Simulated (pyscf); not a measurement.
PySCF, gas phase, ωB97X-D3(BJ)/def2-SVP geometries. MP2 and CC: frozen core, UHF for open shells. ΔMP2 is the change of the MP2 total energy from the triple- to the quadruple-zeta basis.

### Question
For methylsilane (H₃C–SiH₃) → silylene (SiH₂) [singlet] + methane (CH₄), a 1,1-elimination (singlet surface; C–Si, H–Si broken, C–H formed), PBE/def2-TZVP gives ΔE‡ = 270.7 kJ/mol and ΔE = +226.5 kJ/mol (zero: the reactant's lowest minimum found). In which direction and how far do B3LYP-D3(BJ)/def2-TZVP, ωB97M-D3(BJ)/def2-TZVP, CCSD(T)/def2-TZVPP + ΔMP2(QZVPP) move these?

### Answer
B3LYP-D3(BJ): ΔE‡ = 299.3 kJ/mol, ΔE = +224.0 kJ/mol; ωB97M-D3(BJ): ΔE‡ = 308.6 kJ/mol, ΔE = +223.3 kJ/mol; CCSD(T): ΔE‡ = 308.0 kJ/mol, ΔE = +225.9 kJ/mol. PBE's barrier lies under all of them, by 28.6 to 38.0 kJ/mol. Its reaction energy matches one of them and lies within 3.2 kJ/mol of the others. Low barriers are usual for a GGA, whose delocalisation error favours stretched bonds. On the product side the descent ends in a complex, 18.0 kJ/mol under the separated species and 95.6 kJ/mol under the saddle at ωB97X-D3(BJ)/def2-TZVP. At ωB97X-D3(BJ) the barrier from the zero used here is 323.4 kJ/mol. This is the saddle that the search found; another between the same sides may lie lower. The CCSD(T) − MP2 part came from Ansatz, without density fitting, on the same reference.
